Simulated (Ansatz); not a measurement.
# C₂H₄FN: small, medium and large basis sets

An exercise on one series of results from a longer session: the logs are not shown, and one member is left open.

Program: Ansatz 0.2.0, Gaussian basis. Level of theory: one geometry, several basis sets. These are calculated values, not measurements.

Levels to be run: PBE0-D4/def2-SVP; ωB97M-V/def2-SVP; PBE0-D4/def2-QZVPP; ωB97M-V/def2-QZVPP; the functionals' def2-TZVPP values are taken from earlier runs.

**The relaxed structure**

All runs share one geometry, relaxed beforehand with PBE0-D4 in a triple-zeta def2 set.

SMILES `C/N=C\F`, 8 atoms, charge 0, spin multiplicity 1.

Atoms are counted from 1 here; the program's logs count them from 0.

Bond lengths: C1–N2 1.443 Å, C1–H5 1.093 Å, C1–H6 1.092 Å, C1–H7 1.092 Å, N2–C3 1.239 Å, C3–F4 1.349 Å, C3–H8 1.086 Å. Angles: N2–C1–H5 114.5°, N2–C1–H6 108.4°, N2–C1–H7 108.4°, H5–C1–H6 109.1°, H5–C1–H7 109.2°, H6–C1–H7 106.8°, C1–N2–C3 121.5°, N2–C3–F4 125.3°, N2–C3–H8 124.0°, F4–C3–H8 110.7°.

Coordinates:

```xyz
8
C2H4FN
C    -0.06074    0.99825   -0.27356
N     0.55402   -0.01698    0.54662
C     0.23353   -1.20931    0.44850
F    -0.69221   -1.70014   -0.40131
H    -0.79854    0.62088   -0.98589
H    -0.53798    1.73002    0.38235
H     0.72583    1.52651   -0.81691
H     0.66830   -2.00643    1.04430
```

The first run:

Input file in.yaml:

```yaml
crystal:
  periodic: [false, false, false]
  atoms:
    - {symbol: C, position_ang: [-0.060742, 0.998246, -0.273558]}
    - {symbol: N, position_ang: [0.554016, -0.016982, 0.546624]}
    - {symbol: C, position_ang: [0.233525, -1.209306, 0.448503]}
    - {symbol: F, position_ang: [-0.692210, -1.700137, -0.401314]}
    - {symbol: H, position_ang: [-0.798538, 0.620878, -0.985888]}
    - {symbol: H, position_ang: [-0.537983, 1.730019, 0.382346]}
    - {symbol: H, position_ang: [0.725834, 1.526511, -0.816913]}
    - {symbol: H, position_ang: [0.668300, -2.006429, 1.044301]}
basis:
  gaussian: {orbitals: def2-SVP}
hamiltonian: {xc: pbe0, dispersion: d4}
output: {orbitals: {seedname: orbitals}}
```

Steps of the session up to this table: PBE0-D4 in def2-SVP; ωB97M-V in def2-SVP; PBE0-D4 in def2-QZVPP; ωB97M-V in def2-QZVPP.

One of the session's tables, all rows but one given; the rest of the session is left out.

It belongs to the step «Functionals by basis». 

| functional | basis | HOMO (eV) | LUMO (eV) |
| --- | --- | --- | --- |
| PBE0-D4 | def2-SVP | -7.86 | 0.37 |
| PBE0-D4 | def2-TZVPP | ? | ? |
| PBE0-D4 | def2-QZVPP | -8.10 | 0.03 |
| ωB97M-V | def2-SVP | -10.23 | 2.73 |
| ωB97M-V | def2-TZVPP | -10.46 | 2.37 |
| ωB97M-V | def2-QZVPP | -10.49 | 2.11 |

Estimate the missing values for PBE0-D4, def2-TZVPP.

**Answer.** HOMO (eV): -8.07; LUMO (eV): 0.12. In the column «HOMO (eV)» it lies between PBE0-D4, def2-QZVPP (-8.10) and PBE0-D4, def2-SVP (-7.86).
